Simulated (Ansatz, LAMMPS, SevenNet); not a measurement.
Corundum (α-Al2O3), elastic constant C33

Reference value: 501 GPa (measured, temperature not stated, not corrected to a static lattice; as tabulated in Oses et al. (2018), arXiv:1811.08464).

Question: Put these levels in order of the elastic constant C33 that they give for corundum (α-Al2O3), smallest first: PBE (Ansatz, a quantum-chemistry and plane-wave program), SevenNet-0 (SevenNet), ionic model matsui1994 (rigid ions, LAMMPS), ionic model pedone2006 (rigid ions, LAMMPS).

Answer: SevenNet-0 (426 GPa), PBE (452 GPa), ionic model pedone2006 (502 GPa), ionic model matsui1994 (525 GPa)

Unless a cell is named, each level is at its own relaxed cell (ionic model matsui1994 8.27, ionic model pedone2006 8.34, SevenNet-0 8.76, PBE 8.76 Å³/atom).

Differences against the reference: ionic model matsui1994 +4.8 %, ionic model pedone2006 +0.2 %, SevenNet-0 -15.0 %, PBE -9.8 %.

The measured value isn't corrected to a static lattice, so vibrations enter the comparison. A static lattice is as a rule stiffer than a warm one, by over a tenth in soft solids.  Each level is taken at its own relaxed cell. Ansatz's density-functional and Hartree–Fock values are scalar-relativistic unless marked +SOC, with PAW data made under PBE.

Empirical potentials (ionic model matsui1994, ionic model pedone2006) are fitted to chosen data, which need not cover the solid at hand: agreement can be built in, and what lay outside the fit can be far off. Machine-learned potentials (SevenNet-0) are trained on DFT data, which may include these solids.

Differences are worked out from the printed values.
